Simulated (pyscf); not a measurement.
**Four-centre exchange: `[SiH4]` + `[OH2]` → `[SiH4]` + `[OH2]`**

Gas phase, singlet surface, charge 0. Bonds broken: Si1–H7, H2–O6. Bonds formed: Si1–H2, O6–H7. PySCF, gas phase, ωB97X-D3(BJ)/def2-SVP geometries. Correlated levels are frozen-core, on RHF or UHF. ΔMP2 is the change of the MP2 total energy from the triple- to the quadruple-zeta basis.

Transition state (Å):

```xyz
8

Si    -0.4896     0.0771    -0.6792
H      0.0546     0.2838     1.5207
H     -0.3655     1.5227    -1.0856
H     -1.8018    -0.3513    -1.2833
H      0.5494    -0.6310    -1.5100
O     -0.2252    -0.4339     2.2541
H     -0.7553    -0.7948     1.4057
H      0.5564    -1.0245     2.2897
```

One imaginary mode, 1292i cm⁻¹; descent along it reached the two sides named.

```tsv
bond	change	reactant side (Å)	saddle	product side
Si1–H7	breaks	1.490	2.275	3.9
H2–O6	breaks	0.965	1.064	2.6
Si1–H2	forms	3.9	2.276	1.490
O6–H7	forms	2.6	1.064	0.965
```

Electronic energies relative to the separated reactants (kJ/mol):

```
level                             barrier  reaction energy  reverse barrier
--------------------------------  -------  ---------------  ---------------
ωB97X-D3(BJ)/def2-TZVP              289.2              0.0            289.2
PBE/def2-TZVP                       241.1              0.0            241.1
r²SCAN/def2-TZVP                    268.3              0.0            268.3
B3LYP-D3(BJ)/def2-TZVP              277.2              0.0            277.2
PBE0-D3(BJ)/def2-TZVP               261.5              0.0            261.5
M06-2X/def2-TZVP                    287.1              0.0            287.1
ωB97M-D3(BJ)/def2-TZVP              279.8              0.0            279.8
HF/def2-TZVP                        367.6              0.0            367.6
MP2/def2-QZVPP                      296.3              0.0            296.3
CCSD/def2-TZVPP                     306.2              0.0            306.2
CCSD(T)/def2-TZVPP                  293.4              0.0            293.4
CCSD(T)/def2-TZVPP + ΔMP2(QZVPP)    295.0              0.0            295.0
```

With CCSD(T)/def2-TZVPP + ΔMP2(QZVPP) energies and thermal terms (ideal gas, 1 atm, RRHO with modes under 100 cm⁻¹ raised to 100, one conformer, R ln 2 for rigid chiral ones), in kJ/mol:

| T (K) | ΔH‡ | ΔG‡ | ΔH | ΔG |
|---|---|---|---|---|
| 298 | 290.5 | 321.2 | 0.0 | 0.0 |
| 600 | 291.4 | 352.2 | 0.0 | 0.0 |
| 900 | 293.7 | 382.1 | 0.0 | 0.0 |
| 1200 | 296.7 | 411.1 | 0.0 | 0.0 |

The same reactants have a lower exit, to HO–SiH₃ + H₂ (barrier +154.3 kJ/mol at ωB97M-D3(BJ), against +279.8 kJ/mol here). One saddle was located; it need not be the lowest between these sides. The CCSD(T) − MP2 part came from Ansatz, without density fitting, on the same reference.
